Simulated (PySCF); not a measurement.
# Multinuclear NMR of C2H2F2O2

Bonds (- single, = double, # triple, : aromatic): O1=C2 1.196 Å, C2-O3 1.329 Å, C2-C4 1.531 Å, C4-F5 1.337 Å, C4-F6 1.343 Å. O3 carries H7; C4 carries H8.

PySCF 2.14.0 with density-fitted response routines calculation with NMR shieldings at PBE/pcSseg-2/GIAO, J couplings at B3LYP/pcJ-1 and coordinates at the PBE0-D3(BJ)/def2-SVP level; single conformer, isolated molecule, non-relativistic Hamiltonian, averaged over atoms made equivalent by symmetry, fast rotation or ring inversion.

Problem. Predict the ¹⁹F NMR data.

Solution. 
```tsv
atoms	environment	σ (ppm)	δ (ppm)
F5/F6	fluorine of a CF2 group	301.7	-128.7
```

Shieldings were converted by a linear fit to measured shifts: ¹⁹F: δ = 129.84 − 0.908σ +15.4 on sp3 carbon (rms 2.5 ppm, 13 shifts, 7.0 ppm with the 2 outliers that the fit left out vs CFCl3, solution or neat liquid). Occasional misses reach two or three times the rms, and more in compound classes unlike the fitted ones. Couplings are scaled by factors fitted to measured values: ¹J(C,F) × 0.77 (rms 7.3 Hz), ²J(C,F) × 1.09 (rms 1.9 Hz, 5.0 with 1 outliers); all others are unscaled and can be 10–30 % off.

Couplings (the largest are listed; each averaged over equivalent pairs): ¹J(C4,F5) = -244.6 Hz, ²J(F5,F6) = 255.7 Hz, ²J(F5,H8) = 59.1 Hz, ²J(C2,F5) = 31.5 Hz, ³J(O1,F5) = 1.6 Hz.

On a 500 MHz spectrometer ¹⁹F resonates near 470.5 MHz, so 1 ppm is 470.5 Hz.
